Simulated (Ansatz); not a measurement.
The reference is AlN in the wurtzite structure (space group P6_3mc, No. 186; a = 3.1303 Å, c = 5.0180 Å).

Calculations: Kohn–Sham DFT with the PBE functional, run in Ansatz (a quantum-chemistry and plane-wave program) with PAW and 420 eV plane waves, no SOC.

Perturbation: full substitution Al → Ga; the structure is relaxed again.

Measured band gap: AlN 6.51 eV (static lattice; corrected from measurement; as listed in Martin Feneberg et al., Physical Review B (2010)); GaN 3.68 eV (static lattice; corrected from measurement; as listed in Wei Chen et al., Physical Review Materials (2018)).

Measured lattice parameter a: AlN 3.1113 Å (0 K or low temperature; as listed in arXiv:1206.3780); GaN 3.189 Å (room temperature; as listed in M J Lucero, T M Henderson, G E Scuseria, Journal of Physics Condensed Matter (2012)).

Question: How well does PBE reproduce the measured shift?

Answer: With PBE the band gap moves by -2.32 eV (4.03 → 1.71) against -2.83 eV measured; the lattice parameter a moves by +0.088 Å (3.130 → 3.218) against +0.078 Å measured.

No phonon test of stability was made.
